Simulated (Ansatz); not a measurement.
Ansatz (a quantum-chemistry and plane-wave program) input (B3LYP-D3(BJ)/def2-TZVP):

Ansatz 0.2 input:
```yaml
crystal:
  periodic: [false, false, false]
  atoms:
    - {symbol: C, position_ang: [0.00440864, -0.07983298, 0.67273563]}
    - {symbol: C, position_ang: [0.00329761, -0.83978031, -0.58911960]}
    - {symbol: C, position_ang: [0.00060591, 0.68412649, -0.63848382]}
    - {symbol: C, position_ang: [0.00712312, -0.18555911, 1.97871717]}
    - {symbol: H, position_ang: [-0.89927243, -1.35318716, -0.93631753]}
    - {symbol: H, position_ang: [0.90631604, -1.35009062, -0.93967790]}
    - {symbol: H, position_ang: [0.90440313, 1.17067140, -1.01648831]}
    - {symbol: H, position_ang: [-0.90607224, 1.16762784, -1.01338038]}
    - {symbol: H, position_ang: [0.00607730, 0.83417323, 2.47931069]}
basis:
  gaussian:
    orbitals: def2-TZVP
hamiltonian:
  xc: b3lyp
  dispersion: d3bj
total_charge: -1
relax: {f_tol: 0.002, max_steps: 150}
```

Output:

```
Functional definition: B3LYP
integrals: 0.05 GiB planned
940 factors; their error is unknown
mean field: 0.60 GiB planned
mean field evaluation 1: about -4221.7834 eV, gradient 4.7e1 eV
mean field evaluation 2: about -4187.4112 eV, gradient 8.9e1 eV
mean field evaluation 4: about -4227.3486 eV, gradient 9.1e0 eV
mean field evaluation 8: about -4227.6378 eV, gradient 1.9e-1 eV
mean field evaluation 16: about -4227.6273 eV, gradient 8.9e-3 eV
mean field -4227.62734489 eV, -155.3624393359 hartree, gradient 5.8e-6 eV, S^2 0.000000; 0 other end points of the search recorded, 0 dependent functions left out
the calculation of the forces begins
reference -4227.62758418 eV, -155.3624481297 hartree; 15, 15 occupied and 139, 139 virtual orbitals, 940 factors
relax step   1: F+E_penalty+E_count = -4227.88250219 eV  Δ(F+E_penalty+E_count) = +0.000e0 eV  max|allowed force component| = 1.539e0 eV/Å  Δτ_max = 0.0000 Å  (32 SCF iters, accepted)
these checks for a lower state are left out or cut short: starts, cluster_reference, orbital_swaps, neighbouring_geometries, increment
integrals: 0.05 GiB planned
940 factors; their error is unknown
mean field: 0.60 GiB planned
mean field -4227.65876045 eV, -155.3635938366 hartree, gradient 1.0e-5 eV, S^2 0.000000; 0 other end points of the search recorded, 0 dependent functions left out
the calculation of the forces begins
reference -4227.65899986 eV, -155.3636026347 hartree; 15, 15 occupied and 139, 139 virtual orbitals, 940 factors
relax step   2: F+E_penalty+E_count = -4227.91406951 eV  Δ(F+E_penalty+E_count) = -3.157e-2 eV  max|allowed force component| = 5.607e-1 eV/Å  Δτ_max = 0.0388 Å  (33 SCF iters, accepted)
these checks for a lower state are left out or cut short: starts, cluster_reference, orbital_swaps, neighbouring_geometries, increment
integrals: 0.05 GiB planned
940 factors; their error is unknown
mean field: 0.60 GiB planned
mean field evaluation 32: about -4227.6678 eV, gradient 2.9e-4 eV
mean field -4227.66777922 eV, -155.3639252703 hartree, gradient 9.6e-6 eV, S^2 0.000000; 0 other end points of the search recorded, 0 dependent functions left out
the calculation of the forces begins
reference -4227.66801791 eV, -155.3639340419 hartree; 15, 15 occupied and 139, 139 virtual orbitals, 940 factors
relax step   3: F+E_penalty+E_count = -4227.92353027 eV  Δ(F+E_penalty+E_count) = -9.461e-3 eV  max|allowed force component| = 8.885e-2 eV/Å  Δτ_max = 0.0396 Å  (33 SCF iters, accepted)
these checks for a lower state are left out or cut short: starts, cluster_reference, orbital_swaps, neighbouring_geometries, increment
integrals: 0.05 GiB planned
940 factors; their error is unknown
mean field: 0.60 GiB planned
mean field -4227.66694294 eV, -155.3638945374 hartree, gradient 9.9e-6 eV, S^2 0.000000; 0 other end points of the search recorded, 0 dependent functions left out
the calculation of the forces begins
reference -4227.66718133 eV, -155.3639032980 hartree; 15, 15 occupied and 139, 139 virtual orbitals, 940 factors
relax step   4: F+E_penalty+E_count = -4227.92289417 eV  Δ(F+E_penalty+E_count) = +6.361e-4 eV  max|allowed force component| = 1.631e-1 eV/Å  Δτ_max = 0.0174 Å  (32 SCF iters, rejected (line search))
these checks for a lower state are left out or cut short: starts, cluster_reference, orbital_swaps, neighbouring_geometries, increment
integrals: 0.05 GiB planned
940 factors; their error is unknown
mean field: 0.60 GiB planned
mean field -4227.66818410 eV, -155.3639401493 hartree, gradient 9.9e-6 eV, S^2 0.000000; 0 other end points of the search recorded, 0 dependent functions left out
the calculation of the forces begins
reference -4227.66842265 eV, -155.3639489157 hartree; 15, 15 occupied and 139, 139 virtual orbitals, 940 factors
relax step   5: F+E_penalty+E_count = -4227.92404498 eV  Δ(F+E_penalty+E_count) = -5.147e-4 eV  max|allowed force component| = 2.074e-2 eV/Å  Δτ_max = 0.0085 Å  (34 SCF iters, accepted)
these checks for a lower state are left out or cut short: starts, cluster_reference, orbital_swaps, neighbouring_geometries, increment
integrals: 0.05 GiB planned
940 factors; their error is unknown
mean field: 0.60 GiB planned
mean field -4227.66802298 eV, -155.3639342282 hartree, gradient 1.0e-5 eV, S^2 0.000000; 0 other end points of the search recorded, 0 dependent functions left out
the calculation of the forces begins
reference -4227.66826147 eV, -155.3639429927 hartree; 15, 15 occupied and 139, 139 virtual orbitals, 940 factors
relax step   6: F+E_penalty+E_count = -4227.92394220 eV  Δ(F+E_penalty+E_count) = +1.028e-4 eV  max|allowed force component| = 3.594e-2 eV/Å  Δτ_max = 0.0091 Å  (34 SCF iters, rejected (line search))
these checks for a lower state are left out or cut short: starts, cluster_reference, orbital_swaps, neighbouring_geometries, increment
integrals: 0.05 GiB planned
940 factors; their error is unknown
mean field: 0.60 GiB planned
mean field -4227.66820132 eV, -155.3639407822 hartree, gradient 1.0e-5 eV, S^2 0.000000; 0 other end points of the search recorded, 0 dependent functions left out
the calculation of the forces begins
reference -4227.66843983 eV, -155.3639495472 hartree; 15, 15 occupied and 139, 139 virtual orbitals, 940 factors
relax step   7: F+E_penalty+E_count = -4227.92412132 eV  Δ(F+E_penalty+E_count) = -7.634e-5 eV  max|allowed force component| = 8.255e-3 eV/Å  Δτ_max = 0.0046 Å  (34 SCF iters, accepted)
these checks for a lower state are left out or cut short: starts, cluster_reference, orbital_swaps, neighbouring_geometries, increment
integrals: 0.05 GiB planned
940 factors; their error is unknown
mean field: 0.60 GiB planned
mean field evaluation 64: about -4227.6810 eV, gradient 4.9e-1 eV
mean field -4227.66819835 eV, -155.3639406728 hartree, gradient 9.9e-6 eV, S^2 0.000000; 0 other end points of the search recorded, 0 dependent functions left out
the calculation of the forces begins
reference -4227.66843683 eV, -155.3639494368 hartree; 15, 15 occupied and 139, 139 virtual orbitals, 940 factors
relax step   8: F+E_penalty+E_count = -4227.92412473 eV  Δ(F+E_penalty+E_count) = -3.406e-6 eV  max|allowed force component| = 2.707e-3 eV/Å  Δτ_max = 0.0008 Å  (34 SCF iters, accepted)
these checks for a lower state are left out or cut short: starts, cluster_reference, orbital_swaps, neighbouring_geometries, increment
integrals: 0.05 GiB planned
940 factors; their error is unknown
mean field: 0.60 GiB planned
mean field -4227.66820139 eV, -155.3639407848 hartree, gradient 9.9e-6 eV, S^2 0.000000; 0 other end points of the search recorded, 0 dependent functions left out
the calculation of the forces begins
reference -4227.66843988 eV, -155.3639495489 hartree; 15, 15 occupied and 139, 139 virtual orbitals, 940 factors
relax step   9: F+E_penalty+E_count = -4227.92412492 eV  Δ(F+E_penalty+E_count) = -1.923e-7 eV  max|allowed force component| = 7.006e-4 eV/Å  Δτ_max = 0.0001 Å  (34 SCF iters, accepted)
integrals: 0.05 GiB planned
940 factors; their error is unknown
mean field: 0.60 GiB planned
mean field evaluation 96: about -4227.6682 eV, gradient 9.8e-2 eV
mean field -4227.66820139 eV, -155.3639407848 hartree, gradient 9.9e-6 eV, S^2 0.000000; 1 other end points of the search recorded, 0 dependent functions left out
the calculation of the forces begins
reference -4227.66843988 eV, -155.3639495489 hartree; 15, 15 occupied and 139, 139 virtual orbitals, 940 factors
Total energy: -4227.92436341 eV, -155.3733545651 hartree
Atom 0 at     0.004577    -0.097949     0.658923 Å, force    -0.000645    -0.000201     0.000271 eV/Å
Atom 1 at     0.003374    -0.861830    -0.606383 Å, force    -0.000007     0.000667     0.000493 eV/Å
Atom 2 at     0.000742     0.682645    -0.617620 Å, force     0.000311    -0.000340     0.000013 eV/Å
Atom 3 at     0.006868    -0.174323     1.990577 Å, force     0.000348    -0.000064    -0.000701 eV/Å
Atom 4 at    -0.904611    -1.363945    -0.945681 Å, force     0.000004    -0.000135    -0.000155 eV/Å
Atom 5 at     0.911682    -1.360838    -0.949385 Å, force     0.000046    -0.000126    -0.000026 eV/Å
Atom 6 at     0.907558     1.180571    -0.965316 Å, force    -0.000026     0.000074     0.000048 eV/Å
Atom 7 at    -0.909092     1.177580    -0.961671 Å, force    -0.000049    -0.000004     0.000011 eV/Å
Atom 8 at     0.005789     0.866238     2.393850 Å, force     0.000017     0.000129     0.000046 eV/Å
Dipole moment:    -0.002637     0.283306    -1.177691 e Å
```

It need not be the lowest isomer of its formula. Whether it binds its extra electron was not tested at this geometry.
